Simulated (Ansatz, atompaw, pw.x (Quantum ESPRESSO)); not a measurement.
**pw.x on diamond Ge: one setting changed**

Potential: PAW, atompaw 4.2.0.5, PBE; core [Ar] 3d10, reference 4s1.5 4p2.5; waves: 4s (bound): rc 1.72 bohr; 4s channel at 0.15 Ry: rc 2.50 bohr; 4p (bound): rc 2.50 bohr; 4p channel at 3.4 Ry: rc 2.32 bohr; 4d channel at 0.15 Ry: rc 2.50 bohr; local part: bessel scheme, radius 1.72 bohr; core correction: smooth core density matched at 2.18 bohr; augmentation: sinc compensation charge, radius 1.90 bohr; PAW radius 2.50 bohr; waves and projectors: custom rrkj gramschmidtortho.

The reference run (k-mesh 8³, cutoffs 40/400 Ry, Fermi–Dirac 0.01 Ry, mixing_beta 0.4, conv_thr 1e-9, no spin) gives 0.46 GPa at 23.951 Å³/atom, where all-electron LAPW gives 0.00 GPa. This run, with its own iteration cap, changes startingwfc to atomic.

```
&control
  calculation='scf', prefix='x', pseudo_dir='./', outdir='./tmp', tstress=.true., disk_io='none'
/
&system
  ibrav=0, nat=2, ntyp=1, ecutwfc=40, ecutrho=400, nbnd=11,
  occupations='smearing', smearing='fd', degauss=0.01
/
&electrons
  conv_thr=1e-09, mixing_beta=0.4, electron_maxstep=50, startingwfc='atomic'
/
ATOMIC_SPECIES
Ge 1.0 Ge.UPF
CELL_PARAMETERS angstrom
  0.00000000 2.88253474 2.88253474
  2.88253474 0.00000000 2.88253474
  2.88253474 2.88253474 0.00000000
ATOMIC_POSITIONS crystal
Ge 0.0000 0.0000 0.0000
Ge 0.2500 0.2500 0.2500
K_POINTS automatic
8 8 8 0 0 0
```

```bash
pw.x < Ge.scf.in > Ge.scf.out
```

Task: How does the run end?

Result: It converges in 8 iterations; the free energy moves by +0.0 meV/atom and the pressure by +0.00 GPa. The result is that of the reference run.

```
Message from routine setup:
     using ibrav=0 with symmetry is DISCOURAGED, use correct ibrav instead
     lattice parameter (alat)  =       7.7035  a.u.
     unit-cell volume          =     323.2587 (a.u.)^3
     number of electrons       =         8.00
     number of Kohn-Sham states=           11
     kinetic-energy cutoff     =      40.0000  Ry
     charge density cutoff     =     400.0000  Ry
     scf convergence threshold =      1.0E-09
     Exchange-correlation= SLA PW PBX PBC
     number of k points=    29  Fermi-Dirac smearing, width (Ry)=  0.0100
     negative rho (up, down):  1.474E-02 0.000E+00
     iteration #  1     ecut=    40.00 Ry     beta= 0.40
     negative rho (up, down):  1.721E-02 0.000E+00
     total energy              =    -328.29099736 Ry
     estimated scf accuracy    <       0.04855947 Ry
     iteration #  2     ecut=    40.00 Ry     beta= 0.40
     negative rho (up, down):  2.022E-02 0.000E+00
     total energy              =    -328.28892417 Ry
     estimated scf accuracy    <       0.01236829 Ry
     iteration #  3     ecut=    40.00 Ry     beta= 0.40
     negative rho (up, down):  2.069E-02 0.000E+00
     total energy              =    -328.29043390 Ry
     estimated scf accuracy    <       0.00018734 Ry
     iteration #  4     ecut=    40.00 Ry     beta= 0.40
     negative rho (up, down):  2.073E-02 0.000E+00
     total energy              =    -328.29072639 Ry
     estimated scf accuracy    <       0.00000486 Ry
     iteration #  5     ecut=    40.00 Ry     beta= 0.40
     negative rho (up, down):  2.071E-02 0.000E+00
     total energy              =    -328.29072804 Ry
     estimated scf accuracy    <       0.00000170 Ry
     iteration #  6     ecut=    40.00 Ry     beta= 0.40
     negative rho (up, down):  2.073E-02 0.000E+00
     total energy              =    -328.29072820 Ry
     estimated scf accuracy    <       0.00000010 Ry
     iteration #  7     ecut=    40.00 Ry     beta= 0.40
     negative rho (up, down):  2.072E-02 0.000E+00
     total energy              =    -328.29072822 Ry
     estimated scf accuracy    <       0.00000001 Ry
     iteration #  8     ecut=    40.00 Ry     beta= 0.40
     negative rho (up, down):  2.072E-02 0.000E+00
     the Fermi energy is     5.2969 ev
!    total energy              =    -328.29072822 Ry
     estimated scf accuracy    <          9.0E-10 Ry
     smearing contrib. (-TS)   =      -0.00079862 Ry
     The total energy is F=E-TS. E is the sum of the following terms:
     one-electron contribution =       5.12521181 Ry
     hartree contribution      =       1.19161471 Ry
     xc contribution           =      -5.97865941 Ry
     ewald contribution        =     -15.82257851 Ry
     one-center paw contrib.   =    -312.80551820 Ry
     convergence has been achieved in   8 iterations
     negative rho (up, down):  2.072E-02 0.000E+00
          total   stress  (Ry/bohr**3)                   (kbar)     P=        4.62
     Message from routine punch:
     Nothing written, as per user request (disk_io='none')
```

The run took about 15 s on one core of a shared host (Intel(R) Xeon(R) Platinum 8259CL CPU @ 2.50GHz, 96 threads, 755 GiB, load 41).
